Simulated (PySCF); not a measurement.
# C3H5F3 (1,2,3-trifluoropropane): the cost of one run

Computed with PySCF 2.14.0, with density-fitted response routines of our own, on a single molecule in the gas phase. Atoms are numbered from 0 throughout.

**1. Starting geometry**

11 atoms, charge 0, multiplicity 1; geometry from: GFN2-xTB. The atoms were then displaced at random by about 0.01 Å, so the start is not that level's minimum.

Bonds of the start (Å): F0–C1 1.35, C1–C2 1.51, C2–F3 1.38, C2–C4 1.54, C4–F5 1.36, C1–H6 1.09, C1–H7 1.07, C2–H8 1.09, C4–H9 1.11, C4–H10 1.10.

**2. Optimising the geometry at PBE0-D3(BJ)/def2-SVP**

Job settings and geometry (Å):

```
{"job": {"xc": "PBE0", "basis": "def2-SVP", "d3": "d3bj", "grid": 1, "shake": 0.01, "kind": "geom"}, "charge": 0, "multiplicity": 1}
F     -1.152180     1.505670    -0.322210
C     -1.261990     0.161780    -0.279060
C     -0.072120    -0.433480     0.439470
F     -0.102110    -0.164730     1.791730
C      1.278000     0.107740    -0.080010
F      1.544490    -0.442620    -1.290390
H     -1.273280    -0.197590    -1.308720
H     -2.166350    -0.077060     0.245280
H     -0.079780    -1.518300     0.359930
H      2.089760    -0.164060     0.620590
H      1.233670     1.196830    -0.192280
```

Run with:

```
$ OMP_NUM_THREADS=1 python probes_run.py task.json out
```

One launch serves the whole session: the jobs run in the order shown.

**Question.** How long does this first job take on 1 thread of Arm Neoverse V2, shared host, and how much memory does it need?

About 25 s, with a peak of 0.46 GiB.
